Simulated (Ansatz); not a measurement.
H₄N (charge +1), SMILES [NH4+], a composite energy at a relaxed geometry

Computed with Ansatz 0.2.0 through its Python package.

Typed at the interpreter:
```pycon
>>> import ansatz as az
>>> import numpy as np
>>> geometry_ang = [
...     ('N', (0.0001, 0.0001, 0.0)),
...     ('H', (0.4559, -0.4507, 0.8056)),
...     ('H', (-0.9779, 0.2175, 0.2366)),
...     ('H', (0.0241, -0.6373, -0.8082)),
...     ('H', (0.4979, 0.8705, -0.234)),
... ]
>>> geometry = az.Crystal.molecule()
>>> for symbol, xyz in geometry_ang:
...     geometry = geometry.atom(symbol, xyz)
...
>>> base = (
...     geometry.calculation()
...     .basis(gaussian='def2-SVP')
...     .functional('pbe0', dispersion='d4')
...     .charge(1)
... )
>>> symbols = [site.symbol for site in geometry.cartesian_sites]
>>> start = np.array([site.position_ang for site in geometry.cartesian_sites], dtype=float)
>>> report = base.relax(force_tolerance=0.01).run(threads=1).report

>>> end = np.array(report['positions_ang'])
>>> print('final positions (A) and the move of each atom')
final positions (A) and the move of each atom
>>> for symbol, xyz, old in zip(symbols, end, start):
...     print(f'{symbol:2s} {xyz[0]:10.5f} {xyz[1]:10.5f} {xyz[2]:10.5f}   {np.linalg.norm(xyz - old):7.4f}')
...
N     0.00006    0.00006   -0.00000    0.0001
H     0.45603   -0.45059    0.80572    0.0002
H    -0.97812    0.21748    0.23664    0.0002
H     0.02410   -0.63725   -0.80837    0.0002
H     0.49804    0.87039   -0.23399    0.0002
>>> minimum = az.Crystal.molecule()
>>> for symbol, place in zip(symbols, end):
...     minimum = minimum.atom(symbol, place.tolist())
...
>>> at_minimum = minimum.calculation().charge(1)
>>> # MP2 extrapolated to the basis limit, plus the small-basis difference CCSD(T) - MP2
>>> level = lambda method, basis: at_minimum.basis(gaussian=basis).correlation(method).run(threads=1).report
>>> small, large, cluster = level('mp2', 'cc-pVDZ'), level('mp2', 'cc-pVTZ'), level('ccsd_t', 'cc-pVDZ')
>>> corr = lambda each: (each['free_energy_ev'] - each['reference_energy_ev']) / 27.211386246
>>> mp2_limit = (27 * corr(large) - 8 * corr(small)) / 19
>>> pieces = {'HF / cc-pVTZ': large['reference_energy_ev'] / 27.211386246, 'MP2 correlation, DZ-TZ limit': mp2_limit, 'CCSD(T) - MP2 / cc-pVDZ': corr(cluster) - corr(small)}
>>> for name, value in pieces.items():
...     print(f'{name:32s} {value:14.6f} Ha')
...
HF / cc-pVTZ                         -56.563423 Ha
MP2 correlation, DZ-TZ limit          -0.248260 Ha
CCSD(T) - MP2 / cc-pVDZ               -0.021972 Ha
>>> print(f'{"sum":32s} {sum(pieces.values()):14.6f} Ha')
sum                                  -56.833655 Ha
>>> print('T1 diagnostic', round(cluster['correlation']['coupled_cluster']['t1_diagnostic'], 4))
T1 diagnostic 0.0048
```

What to keep in mind:
- Total energies depend on the basis set; only differences at equal settings carry meaning.
- The sum leaves out core correlation, relativity, the Hartree-Fock basis error and zero-point energy; a DZ-TZ extrapolation is rough.
- Inner cores stay frozen, so this is valence correlation.
- An extrapolation from small basis sets is rough.
- Finished in 1.7 s on 1 thread of Arm Neoverse V2, on a shared host, peak memory 0.17 GiB.

(A comment or docstring line of the script was reworded after the run, the code is as it ran; lines on the test bed's own set-up are left out of the output.)
